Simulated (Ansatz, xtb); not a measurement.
**C5H8: which of two isomers lies lower**

Structure I is `C1=CCCC1`, a singlet and structure II is `C=CC(=C)C`, a singlet. Both are isolated molecules in the gas phase, relaxed with PBE0-D3(BJ)/def2-SVP; the shapes shown needn't be the lowest conformers.

I (Å):

```csv
atom,x (Å),y (Å),z (Å)
C,-1.9344,-0.8829,0.3714
C,-1.2146,-1.6499,1.1962
C,0.2384,-1.6737,0.8078
C,0.2248,-1.0784,-0.6117
C,-1.0808,-0.2680,-0.7038
H,-3.0028,-0.6780,0.4791
H,-1.6083,-2.1637,2.0771
H,0.8297,-1.0557,1.5103
H,0.6822,-2.6822,0.8426
H,0.1881,-1.9004,-1.3441
H,1.1209,-0.4830,-0.8400
H,-0.9173,0.8058,-0.4916
H,-1.5409,-0.3135,-1.7045
```

II (Å):

```json
{"atom": "C", "x (Å)": "-0.2459", "y (Å)": "0.0304", "z (Å)": "1.7340"}
{"atom": "C", "x (Å)": "-0.7669", "y (Å)": "-1.1034", "z (Å)": "1.2460"}
{"atom": "C", "x (Å)": "-0.7962", "y (Å)": "-1.4975", "z (Å)": "-0.1651"}
{"atom": "C", "x (Å)": "-1.3545", "y (Å)": "-2.6692", "z (Å)": "-0.5162"}
{"atom": "C", "x (Å)": "-0.1966", "y (Å)": "-0.5711", "z (Å)": "-1.1805"}
{"atom": "H", "x (Å)": "0.2181", "y (Å)": "0.7822", "z (Å)": "1.0900"}
{"atom": "H", "x (Å)": "-0.2668", "y (Å)": "0.2452", "z (Å)": "2.8049"}
{"atom": "H", "x (Å)": "-1.2186", "y (Å)": "-1.8189", "z (Å)": "1.9428"}
{"atom": "H", "x (Å)": "-1.7886", "y (Å)": "-3.3362", "z (Å)": "0.2340"}
{"atom": "H", "x (Å)": "-1.3941", "y (Å)": "-2.9951", "z (Å)": "-1.5588"}
{"atom": "H", "x (Å)": "-0.6956", "y (Å)": "0.4114", "z (Å)": "-1.1628"}
{"atom": "H", "x (Å)": "0.8703", "y (Å)": "-0.3915", "z (Å)": "-0.9705"}
{"atom": "H", "x (Å)": "-0.2824", "y (Å)": "-0.9815", "z (Å)": "-2.1956"}
```

Quicker runs give these differences E(II) − E(I): GFN2-xTB +1.041 eV; HF/STO-3G +1.910 eV (at GFN2-xTB geometries); r2SCAN-D4/def2-SVP +0.566 eV (at GFN2-xTB geometries).

**Question.** Estimate E(II) − E(I) at the level CCSD(T)/def2-SVP + ΔMP2/def2-TZVPP.

**Answer.** Calculated at CCSD(T)/def2-SVP + ΔMP2/def2-TZVPP: E(II) − E(I) = +0.479 eV, so structure I lies lower.

How the difference moves with the method:

```tsv
level	geometry	E(II) − E(I) (eV)	departure from the last row (eV)	job, with rough time for the two
GFN2-xTB	GFN2-xTB	+1.041	+0.562	optimisation, 0.076 s
HF/STO-3G	GFN2-xTB	+1.910	+1.431	single point, 0.28 s
r2SCAN-D4/def2-SVP	GFN2-xTB	+0.566	+0.087	single point, 3.1 s
PBE0-D3(BJ)/def2-SVP	PBE0-D3(BJ)/def2-SVP	+0.709	+0.231	optimisation, 29 s
HF/def2-SVP	PBE0-D3(BJ)/def2-SVP	+0.487	+0.009	part of the CCSD(T) run
MP2/def2-SVP	PBE0-D3(BJ)/def2-SVP	+0.643	+0.164	part of the CCSD(T) run
CCSD(T)/def2-SVP	PBE0-D3(BJ)/def2-SVP	+0.539	+0.061	single point
CCSD(T)/def2-SVP + ΔMP2/def2-TZVPP	PBE0-D3(BJ)/def2-SVP	+0.479		single point, 28 s
```

As drawn, II has 1 C=C in place of 2 C–C. Structure I has a 5-membered ring, II no ring.

The levels shown agree on the order. The largest departure from CCSD(T)/def2-SVP + ΔMP2/def2-TZVPP is that of HF/STO-3G, 1.431 eV. The last row adds to CCSD(T) the change of the MP2 difference between the two basis sets, here −0.061 eV.

With harmonic frequencies from PBE0-D3(BJ)/def2-SVP (ideal gas, rigid rotor, one conformer each, 200 K, 1 atm): the zero-point term adds −0.092 eV; ΔH is +0.402 and ΔG +0.372 eV.

The correlated steps freeze 5 core orbitals. Programs: Ansatz 0.2.0, xtb 6.7.1; the last row on 2 threads of Arm Neoverse V2 on a shared host.
